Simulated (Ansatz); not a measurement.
This Ansatz (an electronic-structure program) input (CCSD(T)/def2-QZVPPD) gives -290.79969 Eh with 175 basis functions. A basis named .json is the Basis Set Exchange file of that set (core-valence sets with the plain set on hydrogen).

Ansatz 0.2 input:
```yaml
crystal:
  periodic: [false, false, false]
  atoms:
    - {symbol: Si, position_ang: [-0.00208985, 0.00098185, 0.08026338]}
    - {symbol: H, position_ang: [0.00076796, 1.40657062, -0.39205880]}
    - {symbol: H, position_ang: [1.23601882, -0.70198617, -0.33410250]}
    - {symbol: H, position_ang: [-1.20752894, -0.71833034, -0.39752608]}
basis:
  gaussian:
    orbitals: def2-QZVPPD.json
magnetization: {spin_polarized: true, initial_magnetization: 1}
correlation: {method: ccsd_t, electrons: outside_noble_gas}
```

Change:
```diff
- orbitals: def2-QZVPPD.json
+ orbitals: pcseg-0.json
```

What does the run give now?

-290.29053 Eh (CCSD(T)/pcseg-0, 19 functions), a change of +509.16 mEh.
